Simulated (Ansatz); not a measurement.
H$_{2}$Si–N, quartet: reading a ladder of total energies

Geometry: that of the H2Si–N, doublet, kept fixed. The doublet lies 2.9 eV lower here.

```tsv
atom	x (Å)	y (Å)	z (Å)
Si	0.0000	0.0000	0.4837
N	0.0000	0.0000	-1.1538
H	0.0000	1.2516	1.2775
H	0.0000	-1.2516	1.2775
```

Basis cc-pVTZ; Ansatz 0.2.0. Only valence electrons are correlated (noble-gas cores frozen), which leaves 11 electrons in 86 orbitals. Prefix R: restricted or restricted open-shell reference; prefix U: unrestricted.

Full CI isn't at hand for all of this; UCCSDT(Q) serves as the reference, and is uncertain by about the last step of the cluster series.

Runs differ by some tens of microhartree through their thresholds and, for an open shell, their frozen cores, so steps under 0.03 kcal/mol mean nothing.

```csv
level,total energy (hartree)
UHF,-344.421906
UMP2,-344.651314
UCCSD,-344.688357
UCCSD(T),-344.696896
UCCSDT,-344.698307
UCCSDT(Q),-344.698650
```

Q: What is the correlation energy at UCCSDT(Q), and what share of it do UMP2 and UCCSD recover?

A: E(corr) = -344.698650 − (-344.421906) = -0.276744 hartree = -7.531 eV. UMP2: -0.229408 / -0.276744 = 82.90 %. UCCSD: -0.266451 / -0.276744 = 96.28 %.

Q: By how many kcal/mol does UCCSD(T) miss UCCSDT(Q) (1 hartree = 627.509 kcal/mol), and which steps make up the rest?

A: -344.696896 − (-344.698650) = 0.001754 hartree = 1.10 kcal/mol. Steps: UCCSDT − UCCSD(T) = -0.89, UCCSDT(Q) − UCCSDT = -0.22 kcal/mol. Differences between like states or geometries often cancel part of this.
